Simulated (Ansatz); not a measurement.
H$_{2}$Cl$_{2}$O (SMILES O.ClCl), closed shell: a relaxation.

Input (in.yaml):

```yaml
crystal:
  periodic: [false, false, false]
  atoms:
    - {symbol: O, position_ang: [0.131976, -0.407010, -1.515500]}
    - {symbol: H, position_ang: [0.402184, -0.038241, -0.653125]}
    - {symbol: H, position_ang: [-0.553916, 0.225464, -1.797209]}
    - {symbol: Cl, position_ang: [0.527786, 0.947949, 1.688477]}
    - {symbol: Cl, position_ang: [-0.507929, -0.728162, 2.277356]}
basis:
  gaussian: {orbitals: def2-TZVP}
hamiltonian: {xc: pbe0, dispersion: d4}
relax: {f_tol: 0.005, max_steps: 200}
```

Launched with

```bash
ansatz run in.yaml --threads 2 --pin off --events-out ev --progress --plain --max-ram 5222MiB
```

What Ansatz 0.2.0 printed:

```
Functional definition: PBE0
  name "PBE0"
  cite "Adamo & Barone, J. Chem. Phys. 110, 6158 (1999) doi:10.1063/1.478522"
  cite "Perdew, Burke & Ernzerhof, Phys. Rev. Lett. 77, 3865 (1996) doi:10.1103/PhysRevLett.77.3865"
  parent pbe
  parameter a = 0.25
  parameter kappa = 0.804
  parameter beta = 0.06672455060314922
  exchange = (1 - a)*pbe_x(kappa = kappa, mu = beta*pi^2/3) + a*exact_x
  correlation = pbe_c(beta = beta)
775 factors; their error is unknown
mean field evaluation 1: about -27111.0436 eV, gradient 5.1e1 eV
mean field evaluation 2: about -27049.7212 eV, gradient 1.3e2 eV
mean field evaluation 4: about -27114.6351 eV, gradient 1.6e1 eV
mean field evaluation 8: about -27115.1302 eV, gradient 1.3e-1 eV
mean field evaluation 16: about -27115.2088 eV, gradient 3.2e-4 eV
mean field -27115.20882830 eV, -996.4655450914 hartree, gradient 3.5e-5 eV, S^2 0.000000; 0 other end points of the search recorded, 0 dependent functions left out
the calculation of the forces begins
reference -27115.20885224 eV, -996.4655459713 hartree; 22, 22 occupied and 95, 95 virtual orbitals, 775 factors
relax step   1: F+E_penalty+E_count = -27115.26341667 eV  Δ(F+E_penalty+E_count) = +0.000e0 eV  max|allowed force component| = 1.094e0 eV/Å  Δτ_max = 0.0000 Å  (29 SCF iters, accepted)
relax step   2: F+E_penalty+E_count = -27115.32725156 eV  Δ(F+E_penalty+E_count) = -6.383e-2 eV  max|allowed force component| = 4.530e-1 eV/Å  Δτ_max = 0.1325 Å  (30 SCF iters, accepted)
relax step   3: F+E_penalty+E_count = -27115.33064007 eV  Δ(F+E_penalty+E_count) = -3.389e-3 eV  max|allowed force component| = 2.763e-1 eV/Å  Δτ_max = 0.0872 Å  (32 SCF iters, accepted)
relax step   4: F+E_penalty+E_count = -27115.33364771 eV  Δ(F+E_penalty+E_count) = -3.008e-3 eV  max|allowed force component| = 1.630e-2 eV/Å  Δτ_max = 0.0473 Å  (30 SCF iters, accepted)
relax step   5: F+E_penalty+E_count = -27115.33409923 eV  Δ(F+E_penalty+E_count) = -4.515e-4 eV  max|allowed force component| = 3.356e-2 eV/Å  Δτ_max = 0.0358 Å  (31 SCF iters, accepted)
relax step   6: F+E_penalty+E_count = -27115.33428787 eV  Δ(F+E_penalty+E_count) = -1.886e-4 eV  max|allowed force component| = 7.215e-2 eV/Å  Δτ_max = 0.0253 Å  (31 SCF iters, accepted)
relax step   7: F+E_penalty+E_count = -27115.33443226 eV  Δ(F+E_penalty+E_count) = -1.444e-4 eV  max|allowed force component| = 9.770e-2 eV/Å  Δτ_max = 0.0250 Å  (31 SCF iters, accepted)
relax step   8: F+E_penalty+E_count = -27115.33460063 eV  Δ(F+E_penalty+E_count) = -1.684e-4 eV  max|allowed force component| = 3.937e-2 eV/Å  Δτ_max = 0.0087 Å  (31 SCF iters, accepted)
relax step   9: F+E_penalty+E_count = -27115.33476615 eV  Δ(F+E_penalty+E_count) = -1.655e-4 eV  max|allowed force component| = 1.889e-3 eV/Å  Δτ_max = 0.0240 Å  (31 SCF iters, accepted)
relax step  10: F+E_penalty+E_count = -27115.33142118 eV  Δ(F+E_penalty+E_count) = +3.345e-3 eV  max|allowed force component| = 5.739e-1 eV/Å  Δτ_max = 0.0999 Å  (29 SCF iters, rejected (line search))
relax step  11: F+E_penalty+E_count = -27115.33473755 eV  Δ(F+E_penalty+E_count) = +2.860e-5 eV  max|allowed force component| = 1.439e-1 eV/Å  Δτ_max = 0.0495 Å  (31 SCF iters, rejected (line search))
relax step  12: F+E_penalty+E_count = -27115.33487522 eV  Δ(F+E_penalty+E_count) = -1.091e-4 eV  max|allowed force component| = 2.498e-2 eV/Å  Δτ_max = 0.0241 Å  (31 SCF iters, accepted)
relax step  13: F+E_penalty+E_count = -27115.33467433 eV  Δ(F+E_penalty+E_count) = +2.009e-4 eV  max|allowed force component| = 1.812e-1 eV/Å  Δτ_max = 0.0492 Å  (31 SCF iters, rejected (line search))
relax step  14: F+E_penalty+E_count = -27115.33495622 eV  Δ(F+E_penalty+E_count) = -8.100e-5 eV  max|allowed force component| = 2.336e-2 eV/Å  Δτ_max = 0.0226 Å  (30 SCF iters, accepted)
relax step  15: F+E_penalty+E_count = -27115.33488117 eV  Δ(F+E_penalty+E_count) = +7.505e-5 eV  max|allowed force component| = 1.389e-1 eV/Å  Δτ_max = 0.0427 Å  (31 SCF iters, rejected (line search))
relax step  16: F+E_penalty+E_count = -27115.33499569 eV  Δ(F+E_penalty+E_count) = -3.947e-5 eV  max|allowed force component| = 1.042e-2 eV/Å  Δτ_max = 0.0092 Å  (31 SCF iters, accepted)
relax step  17: F+E_penalty+E_count = -27115.33506756 eV  Δ(F+E_penalty+E_count) = -7.187e-5 eV  max|allowed force component| = 2.464e-2 eV/Å  Δτ_max = 0.0244 Å  (31 SCF iters, accepted)
relax step  18: F+E_penalty+E_count = -27115.33502169 eV  Δ(F+E_penalty+E_count) = +4.587e-5 eV  max|allowed force component| = 1.175e-1 eV/Å  Δτ_max = 0.0367 Å  (30 SCF iters, rejected (line search))
relax step  19: F+E_penalty+E_count = -27115.33511747 eV  Δ(F+E_penalty+E_count) = -4.991e-5 eV  max|allowed force component| = 1.955e-2 eV/Å  Δτ_max = 0.0179 Å  (32 SCF iters, accepted)
relax step  20: F+E_penalty+E_count = -27115.33515705 eV  Δ(F+E_penalty+E_count) = -3.958e-5 eV  max|allowed force component| = 2.686e-2 eV/Å  Δτ_max = 0.0179 Å  (32 SCF iters, accepted)
relax step  21: F+E_penalty+E_count = -27115.33517606 eV  Δ(F+E_penalty+E_count) = -1.901e-5 eV  max|allowed force component| = 6.648e-2 eV/Å  Δτ_max = 0.0274 Å  (30 SCF iters, accepted)
relax step  22: F+E_penalty+E_count = -27115.33521400 eV  Δ(F+E_penalty+E_count) = -3.793e-5 eV  max|allowed force component| = 3.198e-2 eV/Å  Δτ_max = 0.0049 Å  (32 SCF iters, accepted)
relax step  23: F+E_penalty+E_count = -27115.33524572 eV  Δ(F+E_penalty+E_count) = -3.172e-5 eV  max|allowed force component| = 4.732e-3 eV/Å  Δτ_max = 0.0125 Å  (32 SCF iters, accepted)
relax step  24: F+E_penalty+E_count = -27115.33530330 eV  Δ(F+E_penalty+E_count) = -5.758e-5 eV  max|allowed force component| = 2.361e-2 eV/Å  Δτ_max = 0.0314 Å  (31 SCF iters, accepted)
relax step  25: F+E_penalty+E_count = -27115.33503911 eV  Δ(F+E_penalty+E_count) = +2.642e-4 eV  max|allowed force component| = 1.871e-1 eV/Å  Δτ_max = 0.0564 Å  (30 SCF iters, rejected (line search))
relax step  26: F+E_penalty+E_count = -27115.33531255 eV  Δ(F+E_penalty+E_count) = -9.250e-6 eV  max|allowed force component| = 1.410e-2 eV/Å  Δτ_max = 0.0034 Å  (33 SCF iters, accepted)
relax step  27: F+E_penalty+E_count = -27115.33533435 eV  Δ(F+E_penalty+E_count) = -2.180e-5 eV  max|allowed force component| = 2.993e-3 eV/Å  Δτ_max = 0.0102 Å  (32 SCF iters, accepted)
relax step  28: F+E_penalty+E_count = -27115.33537283 eV  Δ(F+E_penalty+E_count) = -3.848e-5 eV  max|allowed force component| = 5.048e-2 eV/Å  Δτ_max = 0.0454 Å  (31 SCF iters, accepted)
relax step  29: F+E_penalty+E_count = -27115.33541005 eV  Δ(F+E_penalty+E_count) = -3.722e-5 eV  max|allowed force component| = 3.083e-2 eV/Å  Δτ_max = 0.0052 Å  (32 SCF iters, accepted)
relax step  30: F+E_penalty+E_count = -27115.33543926 eV  Δ(F+E_penalty+E_count) = -2.921e-5 eV  max|allowed force component| = 3.795e-2 eV/Å  Δτ_max = 0.0191 Å  (31 SCF iters, accepted)
relax step  31: F+E_penalty+E_count = -27115.33546221 eV  Δ(F+E_penalty+E_count) = -2.296e-5 eV  max|allowed force component| = 5.139e-2 eV/Å  Δτ_max = 0.0199 Å  (32 SCF iters, accepted)
relax step  32: F+E_penalty+E_count = -27115.33548961 eV  Δ(F+E_penalty+E_count) = -2.739e-5 eV  max|allowed force component| = 4.013e-2 eV/Å  Δτ_max = 0.0098 Å  (32 SCF iters, accepted)
relax step  33: F+E_penalty+E_count = -27115.33554147 eV  Δ(F+E_penalty+E_count) = -5.186e-5 eV  max|allowed force component| = 3.784e-2 eV/Å  Δτ_max = 0.0262 Å  (31 SCF iters, accepted)
relax step  34: F+E_penalty+E_count = -27115.33553653 eV  Δ(F+E_penalty+E_count) = +4.939e-6 eV  max|allowed force component| = 1.037e-1 eV/Å  Δτ_max = 0.0362 Å  (31 SCF iters, rejected (line search))
relax step  35: F+E_penalty+E_count = -27115.33560061 eV  Δ(F+E_penalty+E_count) = -5.914e-5 eV  max|allowed force component| = 2.130e-2 eV/Å  Δτ_max = 0.0175 Å  (30 SCF iters, accepted)
relax step  36: F+E_penalty+E_count = -27115.33519704 eV  Δ(F+E_penalty+E_count) = +4.036e-4 eV  max|allowed force component| = 2.452e-1 eV/Å  Δτ_max = 0.0774 Å  (29 SCF iters, rejected (line search))
relax step  37: F+E_penalty+E_count = -27115.33561796 eV  Δ(F+E_penalty+E_count) = -1.735e-5 eV  max|allowed force component| = 5.214e-3 eV/Å  Δτ_max = 0.0058 Å  (33 SCF iters, accepted)
relax step  38: F+E_penalty+E_count = -27115.33567709 eV  Δ(F+E_penalty+E_count) = -5.913e-5 eV  max|allowed force component| = 9.118e-3 eV/Å  Δτ_max = 0.0283 Å  (31 SCF iters, accepted)
relax step  39: F+E_penalty+E_count = -27115.33517288 eV  Δ(F+E_penalty+E_count) = +5.042e-4 eV  max|allowed force component| = 2.592e-1 eV/Å  Δτ_max = 0.0737 Å  (31 SCF iters, rejected (line search))
relax step  40: F+E_penalty+E_count = -27115.33571581 eV  Δ(F+E_penalty+E_count) = -3.872e-5 eV  max|allowed force component| = 3.867e-3 eV/Å  Δτ_max = 0.0099 Å  (31 SCF iters, accepted)
Total energy: -27115.33573933 eV, -996.4702089858 hartree
Atom 0 at     0.218495    -0.167173    -1.617195 Å, force     0.002880     0.002224     0.002630 eV/Å
Atom 1 at     0.533219     0.170162    -0.774630 Å, force     0.001226    -0.000488    -0.002460 eV/Å
Atom 2 at    -0.736687    -0.192011    -1.530718 Å, force    -0.003867    -0.001743     0.000016 eV/Å
Atom 3 at     0.696355     0.775823     1.809352 Å, force     0.002752     0.002029    -0.000293 eV/Å
Atom 4 at    -0.711281    -0.586802     2.113189 Å, force    -0.002991    -0.002022     0.000107 eV/Å
Dipole moment:    -0.239933     0.107033     0.405176 e Å

[the SCF lines of later steps are left out]
```

The run took about 43 s on 2 CPU threads of an AMD EPYC 7R13 (shared host).
